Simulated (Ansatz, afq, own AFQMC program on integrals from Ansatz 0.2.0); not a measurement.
AFQMC, coupled cluster and functionals along a coordinate of BNH2, triplet

```xyz
4

B     0.0000   -0.1240    0.7739
N     0.0000   -0.0224   -0.5980
H     0.0000    0.9564    1.3306
H     0.0000    0.6853   -1.3215
```

The angle N2–B1–H3 is changed with bond lengths fixed. Energies in kcal/mol count from this geometry (113.025 °) at the same level; the start stands on UHF, each point on the determinant named.

Basis cc-pVDZ. Only valence electrons are correlated. AFQMC by an in-house program on the Cholesky factors that Ansatz 0.2.0 writes for its CCSD(T) run. ph-AFQMC/CISD is guided by a CISD state made of CCSD amplitudes; releasing the constraint for a short imaginary time cuts its bias at the price of noise, slowly where states lie close. Error bars are statistical, one sigma.

Cautions, each for one point or more: cluster runs in doubt by the program's own checks; lower spins were not checked; released walk and highest rung disagree; the search met a lower determinant of the same kind, perhaps of another symmetry, and this one is a saddle point.

| angle N2–B1–H3 / ° | det. | T1 | weight | ⟨S²⟩ | CCSD(T) | ph-AFQMC/CISD | released AFQMC | CCSDT(Q) | r2SCAN | PBE |
| --- | --- | --- | --- | --- | --- | --- | --- | --- | --- | --- |
| 69.400 | UHF | 0.030 | 0.89 | 2.02 | 27.5 | 27.3 ± 0.4 | 27.4 ± 0.5 | 27.4 | 24.9 | 22.2 |
| 91.400 | UHF | 0.030 | 0.89 | 2.01 | 6.5 | 6.3 ± 0.4 | 7.2 ± 0.5 | 6.5 | 5.4 | 4.5 |
| 105.700 | UHF | 0.027 | 0.89 | 2.01 | 0.8 | 0.5 ± 0.4 | – | 0.8 | 0.5 | 0.3 |
| 122.600 | UHF | 0.024 | 0.90 | 2.01 | 0.8 | 0.8 ± 0.4 | 1.4 ± 0.5 | 0.8 | 1.2 | 1.3 |
| 136.100 | UHF | 0.022 | 0.90 | 2.01 | 5.3 | 4.4 ± 0.4 | 4.7 ± 0.5* | 5.2 | 5.8 | 5.9 |
| 154.400 | UHF | 0.020 | 0.90 | 2.01 | 15.9 | 15.9 ± 0.4 | 16.6 ± 0.5* | 15.4 | 16.3 | 16.0 |
| 180.000 | UHF | 0.019 | 0.89 | 2.02 | 29.6 | 29.6 ± 0.4 | 29.8 ± 0.4* | 25.9 | 28.8 | 28.1 |

Weight is that of the determinant in the CISD state; at the start T1 is 0.025 and the weight 0.90, and ⟨S²⟩ is 2.01. An asterisk marks released energies that aren't shown to be converged. A dash marks a missing value, a released energy that hasn't settled or a functional that sits on another state. Largest departures from CCSDT(Q), at the points where its series has closed: CCSD(T) 0.1 kcal/mol at 91.400 (on UHF), ph-AFQMC/CISD -0.8 kcal/mol at 136.100 (on UHF), released AFQMC 0.8 kcal/mol at 91.400 (on UHF) (within the noise), r2SCAN -2.5 kcal/mol at 69.400, PBE -5.2 kcal/mol at 69.400. Functionals count only at points shown to share the start's state and spin. In this small basis the wave-function levels are far from their limit, so their gap to the functionals isn't the functionals' error. In total energy ph-AFQMC/CISD lies 32 ± 12 meV above CCSDT(Q) at the start, so its agreement along the curve rests in part on cancellation.

Some points may be missing: those where a free walk finds a much lower state, and past Zn most of those on another determinant than at the start.

CCSDT and higher add their correlation energy to the determinant of the CCSD(T) run, since their own runs factorise the integrals more tightly (a shift of under 2 meV). A walk keeps the symmetry of its determinant, which the program's search chose and which needn't be the lowest solution, so a lower state of the same spin and another symmetry isn't excluded.
